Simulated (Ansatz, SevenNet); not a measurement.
Elastic constant C66 (GPa) of solids drawn from the class of tetrahedrally bonded semiconductors and semimetals, at two levels: the machine-learned potential SevenNet-0 (trained on PBE and PBE+U data), and PBE (plane waves, PAW; Ansatz, an electronic-structure program).

```json
[
 {"solid": "wurtzite GaN", "SevenNet-0": "86.0", "PBE": "105", "shift (%)": "+22"},
 {"solid": "wurtzite CdS", "SevenNet-0": "12.6", "PBE": "16.7", "shift (%)": "+33"},
 {"solid": "wurtzite BN (high-pressure phase)", "SevenNet-0": "279", "PBE": "397", "shift (%)": "+42"},
 {"solid": "2H-SiC", "SevenNet-0": "124", "PBE": "196", "shift (%)": "+58"},
 {"solid": "wurtzite ZnO", "SevenNet-0": "35.8", "PBE": "40.6", "shift (%)": "+13.4"},
 {"solid": "wurtzite AlN", "SevenNet-0": "97.5", "PBE": "123", "shift (%)": "+26"}
]
```

The shifts run from +13.4 % to +58 %, with a median of +29 %.

Over all 6 rows PBE is the larger in 6.

Ansatz's runs of these crystals have no spin polarisation.

Each level is taken at its own relaxed cell. Ansatz's density-functional and Hartree–Fock values are scalar-relativistic unless marked +SOC, with PAW data made under PBE.
